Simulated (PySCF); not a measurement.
# C4H5N: the cost of one run

Computed with PySCF 2.14.0 and routines of our own; the level stands in each step. Atoms count from 0.

## Step 1: The starting structure

10 atoms, charge 0, multiplicity 1; geometry from: GFN2-xTB.

## Step 2: Relaxing the molecule at PBE0-D3(BJ)/def2-TZVP

The job: settings as JSON, then the geometry in Å.

```
{"job": {"xc": "PBE0", "basis": "def2-TZVP", "d3": "d3bj", "grid": 2, "kind": "geom"}, "charge": 0, "multiplicity": 1}
C      2.562372    -0.240351     0.191820
C      1.281439     0.034032     0.213574
C      0.061547     0.326814     0.243574
C     -1.226386     0.614988     0.280599
N     -2.241577    -0.311473     0.144890
H      2.920238    -1.255169     0.136182
H      3.303588     0.540930     0.226296
H     -1.556893     1.644607     0.346813
H     -1.967833    -1.275098     0.261811
H     -3.127612    -0.074626     0.560677
```

Started as:

```sh
$ OMP_NUM_THREADS=1 python excited_run.py task.json out
```

One launch serves the whole session: the jobs run in the order shown.

**Question.** How long does this first job take on 1 thread of Arm Neoverse V1, shared host, and how much memory does it need?

About 52 s, with a peak of 0.76 GiB.
